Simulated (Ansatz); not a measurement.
# BHNSi: the cost of one run

Program: Ansatz 0.2.0, Gaussian basis. Level of theory: def2-QZVPP, core rule «outside noble gas», up to 7 orbitals frozen. These are calculated values, not measurements.

Plan: UHF; ROHF; CCSD(T) on UHF.

5 further runs of the same task are left out: 1 that didn't finish, 4 set aside as unsound or not needed. Runs told in other sessions of the task aren't counted.

## 1. The geometry

The geometry is a PBE0/def2-TZVP stationary point (not a proven minimum) of the parent state, kept for this charge and spin.

4 atoms, charge 1, spin multiplicity 5.

Atoms are counted from 1 here; the program's logs count them from 0.

Bond lengths: B1–Si2 1.824 Å, Si2–N3 1.538 Å, N3–H4 0.996 Å. Angles: B1–Si2–N3 173.5°, Si2–N3–H4 161.9°.

## 2. UHF

File in.yaml:

```yaml
crystal:
  periodic: [false, false, false]
  atoms:
    - {symbol: B, position_ang: [0.000000, -0.062553, 2.375794]}
    - {symbol: Si, position_ang: [0.000010, 0.013734, 0.552939]}
    - {symbol: N, position_ang: [0.000006, -0.096050, -0.981036]}
    - {symbol: H, position_ang: [-0.000016, 0.144869, -1.947698]}
basis:
  gaussian: {orbitals: "def2-QZVPP.json"}
total_charge: 1
magnetization: {spin_polarized: true, initial_magnetization: 4}
hamiltonian: {xc: hf}
output: {orbitals: {seedname: orbitals}}
```

On the command line:

```
> ansatz run in.yaml --threads 1 --pin off --events-out ev --progress --plain --max-ram 2393MiB
```

**Question.** How long does this run take on 1 thread of Arm Neoverse V2, shared host, and how much memory does it need?

About 39 s, with a peak of 0.51 GiB.
